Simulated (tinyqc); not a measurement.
RKS/PBE0 in the sto-3g basis, for LiH, spin multiplicity 1, step by step. One step of it, computed by the program tinyqc.

Question. Iteration 2: building the Kohn-Sham matrix. J_ij = sum D_kl (ij|kl), K_ij = sum D_kl (ik|jl); F = H + J - 0.125 K + V_xc; E = tr D H + tr D J / 2 - 0.0625 tr D K + E_xc + E_nn.

D after iteration 1:
```
            1Li 1s     1Li 2s   1Li 2px   1Li 2py    1Li 2pz      2H 1s
1Li 1s    2.022455  -0.105597  0.000000  0.000000  -0.133192  -0.181820
1Li 2s   -0.105597   0.535617  0.000000  0.000000   0.353103   0.528525
1Li 2px   0.000000   0.000000  0.000000  0.000000   0.000000   0.000000
1Li 2py   0.000000   0.000000  0.000000  0.000000   0.000000   0.000000
1Li 2pz  -0.133192   0.353103  0.000000  0.000000   0.234801   0.350893
2H 1s    -0.181820   0.528525  0.000000  0.000000   0.350893   0.524536
```

core Hamiltonian H = T + V (hartree):
```
            1Li 1s     1Li 2s    1Li 2px    1Li 2py    1Li 2pz      2H 1s
1Li 1s   -4.725454  -1.061587   0.000000   0.000000  -0.015013  -0.266773
1Li 2s   -1.061587  -1.389622   0.000000   0.000000  -0.118969  -0.658345
1Li 2px   0.000000   0.000000  -1.130538   0.000000   0.000000   0.000000
1Li 2py   0.000000   0.000000   0.000000  -1.130538   0.000000   0.000000
1Li 2pz  -0.015013  -0.118969   0.000000   0.000000  -1.225979  -0.809309
2H 1s    -0.266773  -0.658345   0.000000   0.000000  -0.809309  -1.422723
```

Two-electron integrals (ij|kl) in chemists' order, unique and non-zero (hartree):
```
(11|11) 1.680395   (21|11) 0.265420   (21|21) 0.049941   (22|11) 0.397727
(22|21) 0.092860   (22|22) 0.290562   (31|31) 0.008981   (32|31) 0.013788
(32|32) 0.064184   (33|11) 0.396640   (33|21) 0.092880   (33|22) 0.290497
(33|33) 0.312946   (41|41) 0.008981   (42|41) 0.013788   (42|42) 0.064184
(43|43) 0.016869   (44|11) 0.396640   (44|21) 0.092880   (44|22) 0.290497
(44|33) 0.279207   (44|44) 0.312946   (51|51) 0.008981   (52|51) 0.013788
(52|52) 0.064184   (53|53) 0.016869   (54|54) 0.016869   (55|11) 0.396640
(55|21) 0.092880   (55|22) 0.290497   (55|33) 0.279207   (55|44) 0.279207
(55|55) 0.312946   (61|11) 0.062924   (61|21) 0.011902   (61|22) 0.022537
(61|33) 0.022273   (61|44) 0.022273   (61|51) 0.001409   (61|52) 0.002735
(61|55) 0.023076   (61|61) 0.003101   (62|11) 0.141842   (62|21) 0.033485
(62|22) 0.110049   (62|33) 0.104453   (62|44) 0.104453   (62|51) 0.005445
(62|52) 0.032489   (62|55) 0.121126   (62|61) 0.009526   (62|62) 0.068355
(63|31) 0.002742   (63|32) 0.012605   (63|53) 0.005054   (63|63) 0.004998
(64|41) 0.002742   (64|42) 0.012605   (64|54) 0.005054   (64|64) 0.004998
(65|11) 0.173994   (65|21) 0.041521   (65|22) 0.141674   (65|33) 0.132129
(65|44) 0.132129   (65|51) 0.008456   (65|52) 0.049734   (65|55) 0.160595
(65|61) 0.012304   (65|62) 0.096503   (65|65) 0.138277   (66|11) 0.318421
(66|21) 0.076500   (66|22) 0.275610   (66|33) 0.251551   (66|44) 0.251551
(66|51) 0.014346   (66|52) 0.103850   (66|55) 0.323394   (66|61) 0.022758
(66|62) 0.213125   (66|65) 0.312736   (66|66) 0.774606
```

nuclear repulsion = 0.95807582 hartree

V_xc (hartree):
```
            1Li 1s     1Li 2s    1Li 2px    1Li 2py    1Li 2pz      2H 1s
1Li 1s   -0.840922  -0.108066   0.000000   0.000000  -0.002723  -0.026632
1Li 2s   -0.108066  -0.137395   0.000000   0.000000  -0.050110  -0.093899
1Li 2px   0.000000   0.000000  -0.129595   0.000000   0.000000   0.000000
1Li 2py   0.000000   0.000000   0.000000  -0.129595   0.000000   0.000000
1Li 2pz  -0.002723  -0.050110   0.000000   0.000000  -0.148899  -0.132029
2H 1s    -0.026632  -0.093899   0.000000   0.000000  -0.132029  -0.340423
```

E_xc = sum of w rho eps_xc = -1.70281325 hartree

Give: Coulomb J; exchange K; Kohn-Sham matrix F; total energy of this density.

Answer.

Coulomb J (hartree):
```
         1Li 1s  1Li 2s  1Li 2px  1Li 2py  1Li 2pz  2H 1s
1Li 1s    4.065   0.698    0.000    0.000    0.026  0.173
1Li 2s    0.698   1.361    0.000    0.000    0.164  0.637
1Li 2px   0.000   0.000    1.331    0.000    0.000  0.000
1Li 2py   0.000   0.000    0.000    1.331    0.000  0.000
1Li 2pz   0.026   0.164    0.000    0.000    1.414  0.848
2H 1s     0.173   0.637    0.000    0.000    0.848  1.764
```

exchange K (hartree):
```
         1Li 1s  1Li 2s  1Li 2px  1Li 2py  1Li 2pz  2H 1s
1Li 1s    3.364   0.552    0.000    0.000   -0.007  0.132
1Li 2s    0.552   0.415    0.000    0.000    0.305  0.493
1Li 2px   0.000   0.000    0.072    0.000    0.000  0.000
1Li 2py   0.000   0.000    0.000    0.072    0.000  0.000
1Li 2pz  -0.007   0.305    0.000    0.000    0.358  0.540
2H 1s     0.132   0.493    0.000    0.000    0.540  0.981
```

Kohn-Sham matrix F (hartree):
```
         1Li 1s  1Li 2s  1Li 2px  1Li 2py  1Li 2pz   2H 1s
1Li 1s   -1.922  -0.541    0.000    0.000    0.009  -0.137
1Li 2s   -0.541  -0.218    0.000    0.000   -0.043  -0.177
1Li 2px   0.000   0.000    0.062    0.000    0.000   0.000
1Li 2py   0.000   0.000    0.000    0.062    0.000   0.000
1Li 2pz   0.009  -0.043    0.000    0.000   -0.006  -0.161
2H 1s    -0.137  -0.177    0.000    0.000   -0.161  -0.122
```

total energy of this density = -7.95186 hartree
